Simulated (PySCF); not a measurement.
Homolysis of single bonds, series SiH2Cl-X. All species are isolated molecules in the gas phase. One relaxed conformer stands for each flexible species; it need not be the lowest. Strings in code marks are SMILES.

Method: PySCF 2.14.0 with PBE-D3(BJ)/def2-TZVP // B3LYP-D3(BJ)/def2-TZVP. 

```
species                            dipole moment (D)
---------------------------------  -----------------
whole molecule (`C[SiH2]Cl`)                    1.85
radical fragment (`[CH3]`)                      0.00
whole molecule (`Cl[SiH2]Cl`)                   1.11
whole molecule (`Cl[SiH2]Br`)                      …
whole molecule (`[SiH3][SiH2]Cl`)               1.31
whole molecule (`Cl[SiH2]C#C`)                  1.54
```

What belongs in the gaps?


- whole molecule (`Cl[SiH2]Br`), dipole moment (D): 1.07
